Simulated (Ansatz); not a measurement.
Basis-set series for `OC(O)Cl`. Total charge 0; spin multiplicity 1. The geometry is a stationary point of PBE0-D4/def2-TZVP. It is one conformer, not always the lowest.

```tsv
functional	basis	functions	energy (Eh)	HOMO (eV)	LUMO (eV)
PBE0-D4	def2-SVP	75	-649.91381	-8.35	1.47
PBE0-D4	def2-TZVPP	177	-650.30411	-8.61	0.78
ωB97M-V	def2-SVP	75	-650.17812	-10.67	3.23
ωB97M-V	def2-TZVPP	177	-650.57279	-10.96	2.25
```

Task: Give the rows for def2-QZVPP. (Estimate.)

Result: Ansatz gave: 
| functional | basis | functions | energy (Eh) | HOMO (eV) | LUMO (eV) |
| --- | --- | --- | --- | --- | --- |
| PBE0-D4 | def2-QZVPP | 331 | -650.32845 | -8.67 | 0.32 |
| ωB97M-V | def2-QZVPP | 331 | -650.59629 | -11.04 | 1.53 |

Positive LUMOs are unbound and depend on the basis.
